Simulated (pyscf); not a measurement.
PySCF, gas phase, ωB97X-D3(BJ)/def2-SVP geometries.

**Question.** PBE/def2-TZVP puts the barrier of hydrogen fluoride (HF) + H₂N–SiH•–F → F–SiH•–F + ammonia (NH₃) (four-centre exchange; doublet surface; F–H, N–Si broken, F–Si, H–N formed) at -3.4 kcal/mol and the reaction energy at -19.3 kcal/mol, from the separated reactants. What do PBE0-D3(BJ)/def2-TZVP, M06-2X/def2-TZVP, ωB97M-D3(BJ)/def2-TZVP give on the same structures?

**Answer.** PBE0-D3(BJ): ΔE‡ = -0.6 kcal/mol, ΔE = -18.0 kcal/mol; M06-2X: ΔE‡ = 1.3 kcal/mol, ΔE = -18.6 kcal/mol; ωB97M-D3(BJ): ΔE‡ = 1.4 kcal/mol, ΔE = -19.3 kcal/mol. PBE's barrier lies under all of them, by 2.8 to 4.8 kcal/mol. Its reaction energy matches one of them and lies within 1.3 kcal/mol of the others. On the reactant side the descent ends in a complex, 7.8 kcal/mol under the separated species and 9.7 kcal/mol under the saddle at ωB97X-D3(BJ)/def2-TZVP. On the product side the descent ends in an adduct with a N–Si contact, 5.1 kcal/mol under the separated species and 25.3 kcal/mol under the saddle at ωB97X-D3(BJ)/def2-TZVP. At PBE, PBE0-D3(BJ) the saddle lies under the separated reactants, which points to a path from their complex (located at ωB97X-D3(BJ) alone). What is counted as broken (N–Si) persists as a longer contact in the product adduct; parting that adduct is a step of its own. One saddle was located; it need not be the lowest between these sides.
